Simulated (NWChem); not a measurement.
System: acetylene (C$_{2}$H$_{2}$); SMILES C#C

```xyz
4

C      0.0000     0.0000    -0.6026
C      0.0000     0.0000     0.6026
H      0.0000     0.0000    -1.6690
H      0.0000     0.0000     1.6690
```
Atoms are numbered in this order, from 1.

The geometry was optimised at B3LYP/6-31G* (spherical d).

 States above −ε(HOMO) = 7.2 eV lie in this functional's continuum and hang on the basis.

Task: List the 6 lowest vertical singlet excitations and the 6 lowest triplet ones from PBE/aug-cc-pVDZ, full TDDFT (NWChem).

Result: 
| state | energy (eV) | oscillator strength | leading excitation (squared amplitude) |
|---|---|---|---|
| S1 | 6.76 | 0.000 | HOMO−1 → LUMO+1 (0.50) |
| S2 | 6.93 | 0.000 | HOMO−1 → LUMO (0.50) |
| S3 | 6.93 | 0.000 | HOMO−1 → LUMO+1 (0.50) |
| S4 | 7.07 | 0.061 | HOMO−1 → LUMO+2 (1.00) |
| S5 | 7.07 | 0.061 | HOMO → LUMO+2 (1.00) |
| S6 | 7.31 | 0.000 | HOMO−1 → LUMO+3 (0.98) |
| T1 | 5.13 | spin-forbidden | HOMO−1 → LUMO (0.49) |
| T2 | 5.81 | spin-forbidden | HOMO−1 → LUMO (0.49) |
| T3 | 5.81 | spin-forbidden | HOMO−1 → LUMO+1 (0.49) |
| T4 | 6.76 | spin-forbidden | HOMO−1 → LUMO+1 (0.50) |
| T5 | 6.98 | spin-forbidden | HOMO−1 → LUMO+2 (1.00) |
| T6 | 6.98 | spin-forbidden | HOMO → LUMO+2 (1.00) |
